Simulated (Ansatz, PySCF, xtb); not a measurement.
Homolysis of single bonds, series C SH-H. Isolated molecules, 0 K electronic values unless said otherwise. One relaxed conformer stands for each flexible species; it need not be the lowest. Strings in code marks are SMILES.

Quantity: homolytic bond dissociation enthalpy at 298 K (no spin–orbit term), in kJ/mol. Thermal and zero-point terms are GFN2-xTB rigid-rotor harmonic values (xtb).

Level 1: PBE-D3(BJ)/def2-TZVP // B3LYP-D3(BJ)/def2-TZVP (PySCF)
Level 2: frozen-core MP2/cc-pVTZ // B3LYP-D3(BJ)/def2-TZVP (Ansatz, a program for electronic structure)
Level 3: B3LYP/3-21G // B3LYP-D3(BJ)/def2-TZVP (PySCF)
Level 4: PBE/6-31G* // B3LYP-D3(BJ)/def2-TZVP (PySCF)

```
species                                                                                        level 1  level 2  level 3  level 4
---------------------------------------------------------------------------------------------  -------  -------  -------  -------
S–C bond of `SC(S)S`, giving `S[CH]S` (H–S–C–S torsion 41°, S–C–S–H torsion -161°) and `[SH]`    262.1    286.1    245.7    259.2
C–S bond of `CS`, giving `[CH3]` and `[SH]`                                                      323.5    317.7    273.1    325.0
S–C bond of `SCS` (H–S–C–S torsion -56°, S–C–S–H torsion -56°), giving `[CH2]S` and `[SH]`       288.3    300.3    263.7    292.6
```
